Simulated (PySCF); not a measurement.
A side-by-side comparison of computed properties.

First species: SiH₄.
InChI=1S/H4Si/h1H4

Second species: 1-chloro-2-butyne, C₄H₅Cl.
SMILES with atom numbers: `[CH3:1][C:2]#[C:3][CH2:4][Cl:5]` (hydrogens: H6, H7, H8 on C1; H9, H10 on C4)

Structure used (PBE0-D3(BJ)/def2-SVP), in Å, numbered top down from 1:
```xyz
10
C4H5Cl angstrom
C     -1.9089    0.4271    0.2016
C     -0.4684    0.2484    0.1506
C      0.7349    0.1087    0.1163
C      2.1699   -0.0737    0.0636
Cl     3.0697    1.2067    0.9538
H     -2.4259   -0.5397    0.3040
H     -2.1931    1.0517    1.0628
H     -2.2842    0.9176   -0.7098
H      2.4657   -1.0334    0.5109
H      2.5358   -0.0505   -0.9729
```

Levels: wB97X-D/def2-SVPD for dipole moment, HOMO energy, LUMO energy, HOMO–LUMO gap, static isotropic polarisability and electronic spatial extent ⟨r²⟩ about the centre of nuclear charge; TDDFT wB97X-D/def2-SVPD for lowest singlet excitation; TDA wB97X-D/def2-SVPD for lowest triplet excitation (Tamm–Dancoff). Geometries: PBE0-D3(BJ)/def2-SVP. Each species is one conformer at its optimised geometry, gas phase, non-relativistic unless stated. Electronic properties by PySCF.

```
                                                         property   column X   column Y
                                                    dipole moment     0.00 D     2.42 D
                                                      HOMO energy  -11.77 eV   -9.50 eV
                                                      LUMO energy    1.97 eV    1.49 eV
                                                    HOMO–LUMO gap   13.74 eV   10.99 eV
                                        lowest singlet excitation    9.28 eV    5.82 eV
                         lowest triplet excitation (Tamm–Dancoff)    8.80 eV    5.11 eV
                                  static isotropic polarisability    31.9 au    64.3 au
electronic spatial extent ⟨r²⟩ about the centre of nuclear charge   69 bohr²  820 bohr²
```

(1) Which column belongs to which species?

(2) How does each property change from the first species to the second?

Results:

(1) Column X is the first species and column Y the second. The first has 5 atoms and 18 electrons, the second 10 and 46.

(2) dipole moment +2.42 D; HOMO energy +2.27 eV; LUMO energy -0.48 eV; HOMO–LUMO gap -2.75 eV; lowest singlet excitation -3.46 eV; lowest triplet excitation (Tamm–Dancoff) -3.69 eV; static isotropic polarisability +32.4 au; electronic spatial extent ⟨r²⟩ about the centre of nuclear charge +751 bohr².

On the first: The principal polarisabilities are 31.9, 31.9 and 31.9 au; their mean is the isotropic value. The vertical singlet–triplet gap S1 − T1 is 0.48 eV (TDDFT singlet less Tamm–Dancoff triplet).

On the second: No computed singlet falls in the visible range (750 to 380 nm, 1.65 to 3.26 eV); S1 lies 2.56 eV above its blue end. In wavenumbers S1 is 46900 cm⁻¹ (1 eV = 8065.54 cm⁻¹).
